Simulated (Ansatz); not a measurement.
CH3O (SMILES C=[OH+]) at its CCSD(T)/cc-pVTZ minimum, average atomic masses, point group Cs.
(charge 1, multiplicity 1):
```tsv
atom	x (Å)	y (Å)	z (Å)
C	-0.6167	0.2518	0.0072
O	0.5219	-0.2685	-0.0054
H	-1.4526	-0.4431	0.0299
H	-0.7488	1.3332	-0.0040
H	1.2651	0.3714	-0.0259
```

Frozen-core correlation.

The values were computed with Ansatz (an electronic-structure program) with Gaussian orbitals. 

Harmonic frequencies (cm⁻¹): 1037 1119 1246 1398 1487 1663 3108 3253 3615.

### Question
Work out the rotational constants, the zero-point energy, and the ideal-gas entropy and heat capacity at 298.15 K and 1 bar (rigid rotor, harmonic oscillator).

### Answer

Principal moments 2.553, 14.725, 17.278 u Å² give 16.8576/I = 6.604, 1.145, 0.9757 cm⁻¹. Zero point: Σω/2 = 8963 cm⁻¹ = 25.63 kcal/mol. Translation R(1.5 ln M + 2.5 ln T − 1.1517) with M = 31.034 u: 151.70 J/(mol K). Rotation with σ = 1: q = 1946.8, S = R(ln q + 3/2) = 75.44. Vibration, summed over R(u/(eᵘ − 1) − ln(1 − e⁻ᵘ)) with u = 1.43878ω/T: 0.87, of which the lowest mode gives 0.34. S° = 228.0 J/(mol K); C_p = 4R + 4.21 = 37.47 J/(mol K).
